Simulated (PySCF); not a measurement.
Compound: MnF₂ (sextet state).
SMILES: `[F][Mn][F]`

Level of theory: PBE0-D3(BJ)/def2-SVP geometry optimisation, gas phase in PySCF 2.14.0.

Masses are those of the commonest isotopes; rigid-rotor values at the optimised geometry. 

Question: What are the moment of inertia and the rotational constant?

Answer: I = 119.944 u·Å², B = 505379 MHz·u·Å²/I = 4213 MHz (0.1405 cm⁻¹, or 0.202 K as hB/k).

Question: List the first levels of a rigid rotor in a Σ state.

Answer: E(J) = BJ(J+1): J = 1: 0.281, J = 2: 0.843, J = 3: 1.687, J = 4: 2.811, J = 5: 4.216, J = 6: 5.903 cm⁻¹. For this open shell read J as N, the rotation without spin; fine and hyperfine splittings come on top.

Question: Has it a pure rotational spectrum?

Answer: Not by electric dipole: D∞h allows no dipole (computed 0.01 D). Rotational Raman lines (ΔJ = 2) lie at B(4J + 6), spaced by 4B = 0.562 cm⁻¹, with nuclear-spin weights that differ between even and odd J.

No PBE0-D3(BJ)/def2-SVP frequencies stand behind this structure, so it isn't proved a minimum. ⟨S²⟩ = 8.762 (exact for a sextet: 8.75). Constants of a rigid frame at the computed geometry: no zero-point averaging, no centrifugal distortion.

Time: 23 s; peak memory 0.27 GiB. Hardware: AMD EPYC 9R45, one thread, no GPU, shared host with 96 logical CPUs at a one-minute load of 82. This is the geometry optimisation.
